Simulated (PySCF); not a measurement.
```xyz
3
charge 0 multiplicity 2, angstrom
Si    0.0000   -0.4864   -0.5943
O     0.0000    0.3583   -1.8586
Cl    0.0000    0.2253    1.3255
```

All numbers come from UPBE0 in PySCF with Si def2-TZVP, O def2-TZVP, Cl def2-TZVP; no relativity; density-fitted integrals.

This geometry of SiOCl is a stationary point at this level.

(1) What is the point group?

(2) Is it a minimum?

(3) Which band is strongest in the infrared?

(4) Give the atomic charges and bond orders.

Answers

(1) Cs.

(2) Yes: all harmonic wavenumbers are real.

(3) 524 cm⁻¹ (a'), 102 km/mol.

(4) 
```json
{"atom": "Si1", "Mulliken": "0.57", "Löwdin": "-0.08", "polar tensor": "0.89", "spin (Mulliken)": "0.65", "Mayer order to Si1": "–"}
{"atom": "O2", "Mulliken": "-0.42", "Löwdin": "-0.18", "polar tensor": "-0.49", "spin (Mulliken)": "0.21", "Mayer order to Si1": "2.18"}
{"atom": "Cl3", "Mulliken": "-0.15", "Löwdin": "0.26", "polar tensor": "-0.40", "spin (Mulliken)": "0.14", "Mayer order to Si1": "1.21"}
```

Other isomers or separated fragments may lie lower.
